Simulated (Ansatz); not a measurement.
Cost and result for the atomization energy of `C=CC(=C)CF` (13 atoms, 12 bonds).

```xyz
13

C     1.561   -0.637   -1.089
C     0.272   -0.811   -0.801
C    -0.507   -0.028    0.149
C    -1.797   -0.287    0.363
C     0.199    1.076    0.871
F    -0.637    1.741    1.738
H     2.060   -1.271   -1.812
H     2.167    0.133   -0.624
H    -0.278   -1.602   -1.304
H    -2.293   -1.091   -0.169
H    -2.380    0.291    1.068
H     0.594    1.808    0.157
H     1.038    0.678    1.452
```

Charge 0, multiplicity 1. The structure was optimised at the PBE0-D4/def2-TZVP level. It is one conformer, not always the lowest. Program: Ansatz. All runs use 4 threads of an Arm Neoverse V1 on a shared host. Times are those of one run each, without the atoms' runs, and a repeat can differ threefold. Electronic energies, without spin–orbit coupling; frozen cores. CCSD(T)/CBS adds CCSD(T) − MP2 in def2-TZVPP to the MP2 limit, and its time is that of the two runs behind it. T1 = 0.011; the RHF reference is unstable towards UHF. B3LYP takes the VWN-RPA correlation (the form of Gaussian; ORCA's B3LYP/G).

CCSD(T)/CBS is a level of theory with its own doubt, some kJ/mol a heavy atom from the limit and from the frozen cores, so smaller differences don't rank the functionals.

```tsv
level	functions	wall time	atomization (kJ/mol)	difference from CCSD(T)/CBS	per bond
PBE-D4/def2-TZVPP (with forces)	284	3.1 s	5666.2	171.9	14.3
PBE0-D4/def2-TZVPP	284	3.3 s	5556.4	62.1	5.2
r2SCAN-D4/def2-TZVPP (with forces)	284	6 s	5525.4	31.1	2.6
B3LYP-D4/def2-TZVPP (with forces)	284	6 s	5511.8	17.5	1.5
B2PLYP/def2-TZVPP	284	7.5 s	5458.4	-35.9	-3.0
ωB97X-V/def2-TZVPP	284	9 s	5496.8	2.5	0.2
ωB97M-V/def2-TZVPP (with forces)	284	13 s	5512.9	18.6	1.5
MP2/def2-QZVPP	552	40 s	5546.6	52.3	4.4
CCSD(T)/def2-TZVPP	284	6.1 min	5369.4	-124.9	-10.4
CCSD(T)/CBS(def2)	–	6.7 min	5494.3	0.0	0.0
```

From PBE to PBE0 (25 % exact exchange), in def2-TZVPP and without D4, the atomization energy moves by −105.8 kJ/mol: exact exchange takes away binding that semilocal exchange gives to molecules. In def2-TZVPP, CCSD(T) changes the Hartree–Fock value by +1292.5 kJ/mol (the triples alone add +87.2 kJ/mol) and MP2 by +1396.2 kJ/mol; breaking electron pairs costs correlation energy, which Hartree–Fock lacks. The D4 term adds +39.8 kJ/mol with B3LYP and +21.0 kJ/mol with PBE0; it sums over pairs of atoms, weighted by their polarisabilities, and B3LYP, whose exchange is more repulsive, gets the larger term.
